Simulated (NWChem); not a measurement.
A series in which one site is exchanged, each optimised at PBE0/def2-SVP with NWChem, gas phase unless a solvent is named. This build's default masses of Se (78.918 u) and Br (79.917 u) are each other's, which moves their modes by up to 0.6 %.

A: CF (CH₃F; site = H)
B: FCBr (CH$_{2}$BrF; site = Br)
C: C(Cl)F (CH2ClF; site = Cl)
D: FCF (CH₂F₂; site = F)

| quantity | A | B | C | D |
|---|---|---|---|---|
| orbital gap (eV), PBE0/def2-SVP | ? | 8.25 | 9.86 | 11.85 |
| vertical ionisation energy, ΔSCF, PBE/def2-SVP (eV) | ? | 10.55 | 11.05 | 12.08 |
| lowest singlet excitation, B3LYP/def2-SVPD, TDA (eV) | ? | 6.10 | 7.37 | 9.04 |
| SMD solvation free energy in water, PBE0/def2-SVP (kcal/mol) | ? | -1.4 | -1.1 | -0.5 |

Q: Complete the blanks.

A: 
- orbital gap (eV), PBE0/def2-SVP, A: 11.77
- vertical ionisation energy, ΔSCF, PBE/def2-SVP (eV), A: 12.40
- lowest singlet excitation, B3LYP/def2-SVPD, TDA (eV), A: 9.05
- SMD solvation free energy in water, PBE0/def2-SVP (kcal/mol), A: 0.2
